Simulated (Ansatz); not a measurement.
hcp Ru, treated with PBEsol (plane waves, PAW; Ansatz, a program for electronic structure).

Run with plane-wave cutoff 520 eV, 24×24×14 k mesh (along the axes of the cell as run), Fermi–Dirac smearing 0.05 eV, no spin polarisation, scalar-relativistic PAW data made under PBE.

Energies at three volumes about the minimum:

```json
[
 {"V (Å³/atom)": "13.054", "E − E_lowest (meV/atom)": "5.98"},
 {"V (Å³/atom)": "13.321", "E − E_lowest (meV/atom)": "0.00"},
 {"V (Å³/atom)": "13.587", "E − E_lowest (meV/atom)": "5.55"}
]
```

Question: Fit a parabola by hand: where is the minimum, and what is the bulk modulus?

Answer: Slopes: (0.00 − 5.98)/(13.321 − 13.054) = -22.397 and (5.55 − 0.00)/(13.587 − 13.321) = 20.865 meV/Å³. Curvature E″ = 2 × (20.865 − (-22.397))/(13.587 − 13.054) = 162.334 meV/Å⁶. From the middle of the first interval, the slope vanishes at V0 = 13.1875 − (-22.397)/162.334 = 13.325 Å³/atom. B = V0 E″ = 13.325 × 162.334 meV/Å³ × 0.1602 GPa per meV/Å³ = 347 GPa. The full Birch–Murnaghan fit to all volumes gives V0 = 13.321 Å³/atom and B0 = 346 GPa.

Shape and atoms are relaxed at each volume.

Measured, for comparison: bulk modulus 318 GPa (zero-point energy and finite temperature contributions removed, sources range from 318 to 336; as tabulated in doi:10.1021/acs.jctc.3c00612); equilibrium volume per atom 13.45 Å³/atom (copied from a table, unchecked, extrapolated to 0 K and zero-point effects removed; as tabulated in Lejaeghere et al. (2013), arXiv:1204.2733). Computed less measured: bulk modulus +9 % (+3.0 % to +9 % over the range), equilibrium volume per atom not scored (unchecked).
